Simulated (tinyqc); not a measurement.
Inside a calculation. Method: Born-Oppenheimer dynamics on the RHF/sto-3g surface (energies and gradients from PySCF), for H2O, spin multiplicity 1. Computed by tinyqc, a small Python program that keeps every step (integrals from PySCF). Settings: charge = 0, multiplicity = 1, basis = sto-3g, time step (fs) = 1.0, steps = 16. Command: `OMP_NUM_THREADS=1 python tinyqc.py 21042 21043 out.jsonl` (the two numbers bound the seeds that draw the settings). One thread of a shared host (Intel(R) Xeon(R) Processor @ 2.60GHz), about 2 s of CPU time with the checks.

positions (bohr):
```
           x         y        z
1O   0.06236   0.03402  0.03024
2H   0.08693   1.32281  1.09604
3H  -0.00189  -1.13573  1.20376
```

The total energy should stay constant up to terms of order dt^2; the step counts as short enough if it moves by less than 2 % of the largest kinetic energy.

Trajectory:

| time (fs) | 1O-2H (angstrom) | potential (hartree) | kinetic (hartree) | total (hartree) |
|---|---|---|---|---|
| 0.00000 | 0.88509 | -74.9309947 | 0.0000651 | -74.9309296 |
| 1.00000 | 0.92778 | -74.9542680 | 0.0177934 | -74.9364746 |
| 2.00000 | 1.01681 | -74.9639573 | 0.0274329 | -74.9365243 |
| 3.00000 | 1.09131 | -74.9452599 | 0.0113452 | -74.9339146 |
| 4.00000 | 1.11934 | -74.9337792 | 0.0007607 | -74.9330185 |
| 5.00000 | 1.09207 | -74.9443204 | 0.0104806 | -74.9338398 |
| 6.00000 | 1.01785 | -74.9633059 | 0.0269293 | -74.9363767 |
| 7.00000 | 0.92734 | -74.9555197 | 0.0188390 | -74.9366807 |
| 8.00000 | 0.88015 | -74.9310061 | 0.0000694 | -74.9309367 |
| 9.00000 | 0.92170 | -74.9540141 | 0.0175675 | -74.9364466 |
| 10.00000 | 1.01150 | -74.9639080 | 0.0273744 | -74.9365335 |
| 11.00000 | 1.08833 | -74.9453897 | 0.0114467 | -74.9339430 |
| 12.00000 | 1.11938 | -74.9337840 | 0.0007585 | -74.9330255 |
| 13.00000 | 1.09499 | -74.9441934 | 0.0103681 | -74.9338253 |
| 14.00000 | 1.02273 | -74.9633440 | 0.0269654 | -74.9363786 |
| 15.00000 | 0.93267 | -74.9557808 | 0.0190620 | -74.9367188 |
| 16.00000 | 0.88461 | -74.9310381 | 0.0000853 | -74.9309528 |

Is the time step short enough?

No. The total energy moves within 5.8e-03 hartree; that is over 2 % of the largest kinetic energy, so the time step is too long.
